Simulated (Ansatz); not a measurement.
# SiH3O (doublet): from Hartree-Fock to the top rungs, cc-pVDZ

One table from this session's results is given with a row withheld; the runs are named, their logs left out.

Program: Ansatz 0.2.0, Gaussian basis. Level of theory: cc-pVDZ, core rule «outside noble gas», up to 6 orbitals frozen. These are calculated values, not measurements.

Plan: UHF; CCSD(T) on ROHF; CCSD(T) on UHF; BCCD(T) on ROHF; CISD; CCSDT(Q) on ROHF; CCSDT(Q) on UHF.

23 further runs of the same task are left out: 3 for a known fault of the program, 9 that didn't finish, 11 set aside as unsound or not needed.

### What is computed

The geometry is a PBE0/def2-TZVP stationary point (not a proven minimum).

5 atoms, charge 0, spin multiplicity 2.

Atoms are counted from 1 here; the program's logs count them from 0.

Bond lengths: Si1–O2 1.657 Å, Si1–H3 1.493 Å, Si1–H4 1.485 Å, Si1–H5 1.485 Å. Angles: O2–Si1–H3 100.6°, O2–Si1–H4 112.5°, O2–Si1–H5 112.5°, H3–Si1–H4 110.4°, H3–Si1–H5 110.4°, H4–Si1–H5 110.2°.

The first run:

Input file in.yaml:

```yaml
crystal:
  periodic: [false, false, false]
  atoms:
    - {symbol: Si, position_ang: [0.004053, 0.000000, 0.532729]}
    - {symbol: O, position_ang: [-0.021964, 0.000002, -1.124355]}
    - {symbol: H, position_ang: [1.476262, -0.000114, 0.783135]}
    - {symbol: H, position_ang: [-0.620188, 1.217950, 1.110025]}
    - {symbol: H, position_ang: [-0.620376, -1.217854, 1.110025]}
basis:
  gaussian: {orbitals: cc-pVDZ}
magnetization: {spin_polarized: true, initial_magnetization: 1}
hamiltonian: {xc: hf}
output: {orbitals: {seedname: orbitals}}
```

Started as:

```console
$ ansatz run in.yaml --threads 1 --pin off --events-out ev --progress --plain --max-ram 2393MiB
```

Steps of the session up to this table: UHF; CCSD(T) on ROHF; CCSD(T) on UHF; BCCD(T) on ROHF; CISD; CCSDT(Q) on ROHF; CCSDT(Q) on UHF.

One of the session's tables, all rows but one given; the rest of the session is left out.

It belongs to the step «Misses and costs». 

| method | from UCCSDT(Q) (meV) |
| --- | --- |
| ROHF | +7897.5 |
| UHF | ? |
| RMP2 | +1168.8 |
| UMP2 | +1166.3 |
| CISD | +766.6 |
| RCCSD | +180.2 |
| UCCSD | +178.3 |
| RCCSD(T) | +38.2 |
| UCCSD(T) | +37.7 |
| BCCD(T) | +36.4 |
| RCCSDT | +12.8 |
| UCCSDT | +12.2 |
| RCCSDT(Q) | +1.5 |
| UCCSDT(Q) | 0 |

Estimate the missing values for UHF.

As computed: from UCCSDT(Q) (meV): +7790.1. In the column «from UCCSDT(Q) (meV)» it lies between RMP2 (+1168.8) and ROHF (+7897.5).

With the free atoms at the same levels and basis (separate runs), the atomisation energy is 12.931 eV at UCCSDT(Q), 12.912 eV at RCCSD(T), 12.910 eV at UCCSD(T), 10.250 eV at ROHF.

To keep in mind: Restricted and unrestricted rows rest on different reference determinants; where their highest levels disagree by more than a few hundredths of an eV, they describe different states and don't form one ladder.
